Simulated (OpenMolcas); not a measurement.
# BH (SMILES [BH]) at 6 levels

We compute a comparison of 6 runs (HF/6-31G**, B3LYP/6-31G**, M06-2X/6-31G**, SVWN5/6-31G**, r2SCAN/6-31G**, MP2/6-31G**) of BH. 

The calculation is run with OpenMolcas 26.06.

## (1) Starting point

BH has 2 atoms, charge 0, and is taken as a singlet. As SMILES, `[BH]`. The B1–H2 distance was set to 1.540 Å, away from the relaxed value.

Bond lengths: B1–H2 1.540 Å.

## (2) The energy at HF/6-31G(d,p) (spherical functions) (run 1)

test.inp

```
&GATEWAY
BasLib
$CurrDir
BasisSet
B.6-31Gss....
B1 0.000000 0.000000 -0.308100 angstrom
End of Basis
BasisSet
H.6-31Gss....
H2 0.000000 0.000000 1.232400 angstrom
End of Basis
&SEWARD
&SCF
Thresholds
1e-10 1e-07 1e-07 1e-05
PrOrbitals
1 1
```

The basis set 6-31G** is read from a file made from the Basis Set Exchange's data (not shown).

The run is started by

```sh
$ export MOLCAS_MEM=1860
$ pymolcas test.inp > test.log
```

The program printed:

```text
--- Start Module: gateway ---
[...]
--- Stop Module: gateway /rc=_RC_ALL_IS_WELL_ ---
--- Start Module: seward ---
[...]
      Basis functions           19
--- Stop Module: seward /rc=_RC_ALL_IS_WELL_ ---
--- Start Module: scf ---
[...]
       Convergence after   8 Iterations
[...]
::    Total SCF energy                                -25.0956651468
[...]
      Total spin, S                                     0.0000000000
[...]
      Total electronic charge=    6.000000
      Total            charge=   -0.000000
[...]
      Dipole Moment (debye):
      Origin of the operator (angstrom)=    0.0000    0.0000   -0.1789
                   X=  1.3187E-15               Y=  9.7323E-17               Z=  4.6432E-01           Total=  4.6432E-01
      Quadrupole Moment (debye*angstrom):
[...]
--- Stop Module: scf /rc=_RC_ALL_IS_WELL_ ---
[...]
```

Wall time 1.6 s (1 thread of Arm Neoverse V1, shared host); peak memory 0.37 GiB.

## (3) The energy at B3LYP/6-31G(d,p) (spherical functions) (run 2)

test.inp

```
&gateway
baslib = $CurrDir
basisset
B.6-31Gss....
B1 0.000000 0.000000 -0.308100 angstrom
End of Basis
basisset
H.6-31Gss....
H2 0.000000 0.000000 1.232400 angstrom
End of Basis
&seward
gridinput
Grid=UltraFine
End of Grid
&scf
ksdft = B3LYP
thresholds = 1e-10 1e-07 1e-07 1e-05
prorbitals = 1 1
```

The basis set 6-31G** is read from a file made from the Basis Set Exchange's data (not shown).

The run is started by

```sh
$ export MOLCAS_MEM=1860
$ pymolcas test.inp > test.log
```

The program printed:

```text
--- Start Module: gateway ---
[...]
--- Stop Module: gateway /rc=_RC_ALL_IS_WELL_ ---
--- Start Module: seward ---
[...]
      Basis functions           19
--- Stop Module: seward /rc=_RC_ALL_IS_WELL_ ---
--- Start Module: scf ---
[...]
       Convergence after   9 Iterations
[...]
::    Total KS-DFT energy                             -25.2696347858
[...]
      Total spin, S                                     0.0000000000
[...]
      Total electronic charge=    6.000000
      Total            charge=   -0.000000
[...]
      Dipole Moment (debye):
      Origin of the operator (angstrom)=    0.0000    0.0000   -0.1789
                   X=  4.0398E-16               Y= -1.0036E-16               Z=  3.7693E-01           Total=  3.7693E-01
      Quadrupole Moment (debye*angstrom):
[...]
--- Stop Module: scf /rc=_RC_ALL_IS_WELL_ ---
[...]
```

Wall time 2.9 s (1 thread of Arm Neoverse V1, shared host); peak memory 0.37 GiB.

Runs 3 to 4 aren't shown in full; the table further down has their settings and results.

## (4) The energy at r2SCAN/6-31G(d,p) (spherical functions) (run 5)

test.inp

```
* BH Kohn-Sham DFT
>>> EXPORT MOLCAS_PRINT=2

&GATEWAY
 BasLib
 $CurrDir
 BasisSet
 B.6-31Gss....
 B1 0.000000 0.000000 -0.308100 angstrom
 End of Basis
 BasisSet
 H.6-31Gss....
 H2 0.000000 0.000000 1.232400 angstrom
 End of Basis

&SEWARD
 GridInput
 Grid=UltraFine
 End of Grid

&SCF
 KSDFT
 2
 1.0 MGGA_X_R2SCAN
 1.0 MGGA_C_R2SCAN
 Thresholds
 1e-10 1e-07 1e-07 1e-05
 PrOrbitals
 1 1
```

The basis set 6-31G** is read from a file made from the Basis Set Exchange's data (not shown).

The run is started by

```sh
$ export MOLCAS_MEM=1860
$ pymolcas test.inp > test.log
```

The program printed:

```text
--- Start Module: gateway ---
[...]
--- Stop Module: gateway /rc=_RC_ALL_IS_WELL_ ---
--- Start Module: seward ---
[...]
      Basis functions           19
--- Stop Module: seward /rc=_RC_ALL_IS_WELL_ ---
--- Start Module: scf ---
[...]
       Convergence after   9 Iterations
[...]
::    Total KS-DFT energy                             -25.2354665461
[...]
      Total spin, S                                     0.0000000000
[...]
      Total electronic charge=    6.000000
      Total            charge=   -0.000000
[...]
      Dipole Moment (debye):
      Origin of the operator (angstrom)=    0.0000    0.0000   -0.1789
                   X= -6.2434E-16               Y=  4.7638E-16               Z=  3.5141E-01           Total=  3.5141E-01
      Quadrupole Moment (debye*angstrom):
[...]
--- Stop Module: scf /rc=_RC_ALL_IS_WELL_ ---
[...]
```

Run time: 3.3 s. Hardware: 1 thread of Arm Neoverse V1, shared host; peak memory 0.37 GiB.

## (5) A single-point energy at MP2/6-31G(d,p) (spherical functions) (run 6)

test.input

```
&GATEWAY
BasLib = $CurrDir
BasisSet
B.6-31Gss....
B1 0.000000 0.000000 -0.308100 angstrom
End of Basis
BasisSet
H.6-31Gss....
H2 0.000000 0.000000 1.232400 angstrom
End of Basis
&SEWARD
&SCF
Thresholds = 1e-10 1e-07 1e-07 1e-05
PrOrbitals = 1 1
&MBPT2
Frozen = 1
```

The basis set 6-31G** is read from a file made from the Basis Set Exchange's data (not shown).

The run is started by

```sh
$ export MOLCAS_MEM=1860
$ pymolcas test.input > test.log
```

The program printed:

```text
--- Start Module: gateway ---
[...]
--- Stop Module: gateway /rc=_RC_ALL_IS_WELL_ ---
[...]
      Basis functions           19
[...]
--- Start Module: scf ---
[...]
       Convergence after   8 Iterations
[...]
::    Total SCF energy                                -25.0956651468
[...]
      Total spin, S                                     0.0000000000
[...]
      Total electronic charge=    6.000000
      Total            charge=   -0.000000
[...]
      Dipole Moment (debye):
      Origin of the operator (angstrom)=    0.0000    0.0000   -0.1789
                   X=  1.3187E-15               Y=  9.7323E-17               Z=  4.6432E-01           Total=  4.6432E-01
      Quadrupole Moment (debye*angstrom):
[...]
--- Stop Module: scf /rc=_RC_ALL_IS_WELL_ ---
--- Start Module: mbpt2 ---
[...]
WARNING!
Default frozen orbitals as non valence orbitals is overwritten by user input.
Default values:   1
[...]
       Reference weight ( Cref**2 )         =        0.96799
::    Total MBPT2 energy                              -25.1562016440
[...]
      Total MBPT2 calculations                           0.03      0.03
--- Stop Module: mbpt2 /rc=_RC_ALL_IS_WELL_ ---
[...]
```

It took 1.6 s on 1 thread of Arm Neoverse V1, shared host; peak memory 0.37 GiB.

## (6) Overview of the runs

| run | level | integration grid | frozen core orbitals | energy (Eh) | dipole moment (D) of the reference | HOMO energy (eV) | LUMO energy (eV) | wall time |
| --- | --- | --- | --- | --- | --- | --- | --- | --- |
| 1 | HF/6-31G** (spherical functions) | – | – | -25.095665 | 0.46 | -9.36 | 1.95 | 1.6 s |
| 2 | B3LYP/6-31G** (spherical functions) | UltraFine | – | -25.269635 | 0.38 | -6.43 | -2.30 | 2.9 s |
| 3 | M06-2X/6-31G** (spherical functions) | UltraFine | – | -25.251315 | 0.32 | -7.62 | -0.95 | 3.3 s |
| 4 | SVWN5/6-31G** (spherical functions) | UltraFine | – | -24.948132 | 0.42 | -5.40 | -3.38 | 2.7 s |
| 5 | r2SCAN/6-31G** (spherical functions) | UltraFine | – | -25.235467 | 0.35 | -5.71 | -2.98 | 3.3 s |
| 6 | MP2/6-31G** (spherical functions) | – | 1 | -25.156202 | 0.46 | -9.36 | 1.95 | 1.6 s |

## (7) Summary of results

| quantity | value |
| --- | --- |
| run 6: total energy | -25.15620 Eh |
| run 6: dipole moment (mean-field density) | 0.46 D |
| run 6: HOMO energy (Hartree–Fock orbitals) | -9.36 eV |
| run 6: LUMO energy (Hartree–Fock orbitals) | 1.95 eV |
| run 6: HOMO–LUMO gap (Hartree–Fock orbitals) | 11.31 eV |
| run 6: correlation energy (1 core orbital frozen) | -60.5 mEh |

**Reading.** Over runs 1, 2, 3, 4, 5 the dipole moment (its size) runs from 0.32 D (M06-2X/6-31G**) to 0.46 D (HF/6-31G**). Over runs 1, 2, 3, 4, 5 the HOMO–LUMO gap runs from 2.02 eV (SVWN5/6-31G**) to 11.31 eV (HF/6-31G**). Exact exchange widens orbital gaps. Totals of different functionals can't be ranked against each other. All runs together took 15 s, the longest 3.3 s.
